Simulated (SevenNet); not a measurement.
System: hcp Hf. Method: the machine-learned potential SevenNet-l3i5 (trained on PBE and PBE+U data).

Results at a series of volumes:

```csv
V (Å³/atom),E − E_lowest (meV/atom),P (GPa)
21.118,30.00,7.53
21.455,16.41,5.42
21.792,7.09,3.47
22.129,1.72,1.66
22.466,0.00,0.00
22.803,1.64,-1.53
23.140,6.37,-2.95
23.477,13.95,-4.25
23.814,24.18,-5.46
```

**Question.** Estimate the bulk modulus from the pressures at 22.129 and 22.803 Å³/atom, and compare it with a fit to all energies.

**Answer.** B = −V dP/dV. Between V = 22.129 and 22.803 Å³/atom, dP/dV = (-1.53 − (1.66))/(22.803 − 22.129) = -4.73 GPa per Å³/atom; at the midpoint 22.466 Å³/atom this gives B ≈ 106 GPa. The third-order Birch–Murnaghan fit gives V0 = 22.466 Å³/atom, B0 = 106 GPa, B′ = 4.4, which lies within 1 % of that estimate.

Shape and atoms are relaxed at each volume.

Measured, for comparison: bulk modulus 110 GPa (zero-point energy and finite temperature contributions removed; as tabulated in doi:10.1021/acs.jctc.3c00612); equilibrium volume per atom 22.30 Å³/atom (copied from a table, unchecked, extrapolated to 0 K and zero-point effects removed; as tabulated in Lejaeghere et al. (2013), arXiv:1204.2733). Computed less measured: bulk modulus -3.6 %, equilibrium volume per atom not scored (unchecked).

A machine-learned potential is trained on density-functional data: it inherits that level's misses and adds fitting errors of its own.

Computed values are for the static lattice.
